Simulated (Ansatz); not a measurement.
Input file:

```yaml
crystal:
  periodic: [false, false, false]
  atoms:
    - {symbol: Cl, position_ang: [0.000000, -0.697134, 1.696808]}
    - {symbol: Ge, position_ang: [0.000000, 0.627975, -0.046205]}
    - {symbol: Si, position_ang: [0.000000, -0.744178, -2.022417]}
basis:
  gaussian: {orbitals: cc-pVDZ}
magnetization: {spin_polarized: true, initial_magnetization: 3}
correlation: {method: ccsd, electrons: outside_noble_gas}
accuracy: high
scf: {lower_state_search: off}
output: {forces: true}
```

```sh
$ ansatz run in.yaml --threads 1 --pin off --events-out ev --progress --plain --max-ram 2393MiB
```

Output:

```
these checks for a lower state are left out or cut short: starts, cluster_reference, orbital_swaps, neighbouring_geometries, increment
1296 factors; integrals over basis functions are off by at most 4.4e-9 eV
mean field evaluation 1: about -76836.9208 eV, gradient 8.7e0 eV
mean field evaluation 2: about -76836.9339 eV, gradient 8.7e0 eV
mean field evaluation 4: about -76837.8600 eV, gradient 1.7e0 eV
mean field evaluation 8: about -76837.9362 eV, gradient 8.5e-3 eV
mean field evaluation 16: about -76837.9362 eV, gradient 6.2e-8 eV
mean field -76837.93624435 eV, -2823.7420743560 hartree, gradient 6.2e-8 eV, S^2 3.770541; 0 other end points of the search recorded, 0 dependent functions left out
24 core orbitals not correlated: weight in the atoms' cores, before any rotation towards them, 0.999 or more for the frozen orbitals, at most 0.001 for the correlated occupied ones
reference -76837.93624435 eV, -2823.7420743560 hartree; 9, 6 occupied and 30, 33 virtual orbitals, 1296 factors
second order -7.06177083 eV of doubles, -0.00000000 eV of singles
cycle   1  -7.74577480 eV  change   -6.8e-1 eV  update   9.1e-2
cycle   2  -8.01444629 eV  change   -2.7e-1 eV  update   3.3e-2
cycle   3  -8.07175377 eV  change   -5.7e-2 eV  update   1.8e-2
cycle   4  -8.07139479 eV  change    3.6e-4 eV  update   6.6e-3
cycle   5  -8.07089693 eV  change    5.0e-4 eV  update   2.7e-3
...
cycle  17  -8.07098912 eV  change    8.6e-8 eV  update   1.9e-7
cycle  18  -8.07098917 eV  change   -5.3e-8 eV  update   8.7e-8
cycle  19  -8.07098919 eV  change   -2.2e-8 eV  update   4.8e-8
cycle  20  -8.07098921 eV  change   -1.7e-8 eV  update   3.3e-8
cycle  21  -8.07098946 eV  change   -2.5e-7 eV  update   9.9e-8
cycle  22  -8.07098948 eV  change   -2.2e-8 eV  update   3.0e-8
cycle  23  -8.07098949 eV  change   -3.8e-9 eV  update   1.0e-8
cycle  24  -8.07098948 eV  change    1.7e-9 eV  update   4.5e-9
cycle  25  -8.07098948 eV  change   9.4e-10 eV  update   2.1e-9
cycle  26  -8.07098948 eV  change  -1.6e-10 eV  update  9.5e-10
the calculation of the forces begins
Total energy: -76846.00723383 eV, -2824.0386777488 hartree
Atom 0 at     0.000000    -0.697134     1.696808 Å, force     0.000000    -0.225986     0.299983 eV/Å
Atom 1 at     0.000000     0.627975    -0.046205 Å, force    -0.000000     0.434729     0.003289 eV/Å
Atom 2 at     0.000000    -0.744178    -2.022417 Å, force     0.000000    -0.208744    -0.303273 eV/Å
Dipole moment:     0.000000     0.270464    -0.233376 e Å
Checks for a lower state left out: starts, cluster_reference, orbital_swaps, neighbouring_geometries, increment
```

Forces (eV/Å):
```
Cl   0.000 -0.226  0.300
Ge   0.000  0.435  0.003
Si   0.000 -0.209 -0.303
```

Ran on 1 thread of Intel Xeon Platinum 8488C, shared host: 17 s wall, 0.3 GiB peak host memory.
